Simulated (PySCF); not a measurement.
**MgP+: from the state search to spectroscopic constants**

An exercise on one series of results from a longer session: the logs are not shown, and one member is left open.

Computed with PySCF 2.14.0. Level: Mg cc-pVDZ, P cc-pV(D+d)Z, no relativity.

The first run:

A driver script around PySCF takes these settings:

```json
{
  "atoms": "Mg, P",
  "charge": "1",
  "basis": "Mg cc-pVDZ, P cc-pV(D+d)Z",
  "Hamiltonian": "no relativity",
  "basis functions": "41",
  "electrons treated": "26",
  "masses in u": "23.9850, 30.9738",
  "levels": "PBE0, PBE, r²SCAN, TPSSh, B3LYP, TPSS, ωB97X, HF, MP2, SCS-MP2, CCSD, CCSD(T)",
  "grid": "80 radial by 434 angular points",
  "occupations": "held fixed by the projection of orbital angular momentum",
  "dissociation limit": "Mg+ + P, each in its ground configuration",
  "starting distance in angstrom": "2.520",
  "values of 2S to try": "0, 2, 4"
}
```

Launch:

```
$ OMP_NUM_THREADS=1 python dia.py task.json out
```

Among the steps run: The job; First curve: PBE0; Other states along the same grid; PBE; r²SCAN (meta-GGA); TPSSh (hybrid meta-GGA); B3LYP (global hybrid GGA); TPSS (meta-GGA); ωB97X (range-separated hybrid); ROHF; MP2 and coupled cluster.

One of the session's tables, all rows but one given; the rest of the session is left out.

Energy (eV) from each level's lowest point:

| R (Å) | ROHF | ROHF-MP2 | ROHF-SCS-MP2 | ROHF-CCSD | ROHF-CCSD(T) |
| --- | --- | --- | --- | --- | --- |
| 2.122 | 0.591 | 0.625 | 0.646 | n/a | n/a |
| 2.220 | 0.257 | 0.278 | 0.295 | 0.335 | 0.347 |
| 2.319 | 0.076 | 0.087 | 0.099 | 0.126 | 0.135 |
| 2.393 | 0.014 | 0.019 | 0.025 | 0.042 | 0.048 |
| 2.467 | ? | ? | ? | ? | ? |
| 2.541 | 0.021 | 0.018 | 0.011 | 0.000 | 0.000 |
| 2.640 | 0.091 | 0.085 | 0.068 | 0.033 | 0.030 |
| 2.763 | 0.223 | 0.215 | 0.184 | 0.115 | 0.107 |
| 2.911 | 0.419 | 0.409 | 0.361 | 0.244 | 0.230 |
| 3.108 | 0.709 | 0.693 | 0.624 | n/a | n/a |

Q: Estimate the row for R (Å) = 2.467 from the others.

Worked estimate for «ROHF». A straight line through the neighbours (2.393, 0.014) and (2.541, 0.021) gives 0.014 + (0.021 − 0.014) × (2.467 − 2.393) / (2.541 − 2.393) = 0.018; a parabola fitted to 4 rows on both sides gives 0.000.

As computed: ROHF: 0.000; ROHF-MP2: 0.000; ROHF-SCS-MP2: 0.000; ROHF-CCSD: 0.004; ROHF-CCSD(T): 0.007. In «ROHF» the line misses by +0.018 and the parabola by 0.000.

State 3 has its PBE0 minimum 1.25 eV higher. State 4 has its PBE0 minimum 1.52 eV higher. The other levels ran on the lowest alone.
